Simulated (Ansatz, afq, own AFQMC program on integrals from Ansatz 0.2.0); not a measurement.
# SiGeH, doublet: AFQMC among the cluster methods

```yaml
atoms:
  - { symbol: Si, position_ang: [0.0000, 0.0000, 0.0869] }
  - { symbol: Ge, position_ang: [0.0000, 0.0000, -1.6691] }
  - { symbol: H, position_ang: [0.0000, 0.0000, 1.5823] }
```

Connectivity, by distances: SiH–Ge.

Basis cc-pVDZ. Noble-gas cores (and the filled d shells of Ga–Kr and In–Xe) are frozen. Ansatz 0.2.0 and our own AFQMC program on the same integrals; the CISD trial comes from CCSD amplitudes, and released means the phaseless constraint is let go. Error bars are statistical, one sigma. No spin–orbit coupling.

Determinant: UHF, the one that the program's search chose, which needn't be the lowest solution. The geometry is a point of a scan.

No full CI on the walks' own integrals is used here; CCSDT(Q) serves as the reference and is uncertain by about the last step of the cluster series.

Cautions: no relativity below Rb; no spin-orbit coupling; inner d shell frozen.

```
T1 diagnostic                               : 0.0187
weight of the determinant in the CISD state : 0.873
⟨S²⟩ of the determinant                     : 0.761
size of the correlated space                : 9 electrons in 31 orbitals
```

Reference: CCSDT(Q), correlation energy -4.913 eV. The released energy is read at 2.40 1/Eh (meV from the phaseless value at times in 1/Eh: -5 ± 12 at 0.24, -18 ± 11 at 0.51, -30 ± 10 at 0.99, -21 ± 11 at 1.62, -27 ± 11 at 2.40).

```
         level  E − E(reference) (mEh)  share of correlation (%)
            HF                  180.53                      0.00
           MP2                   38.31                     78.78
          CCSD                    8.56                     95.26
       CCSD(T)                    1.68                     99.07
         CCSDT                    0.45                     99.75
 ph-AFQMC/CISD             1.16 ± 0.45                     99.36
released AFQMC             0.16 ± 0.39                     99.91
```

A walk keeps the symmetry of its determinant, which the program's search chose and which needn't be the lowest solution, so a lower state of the same spin and another symmetry isn't excluded. Released energies are given only where the last usable release times agree within the noise; a slower fall can still hide under it.
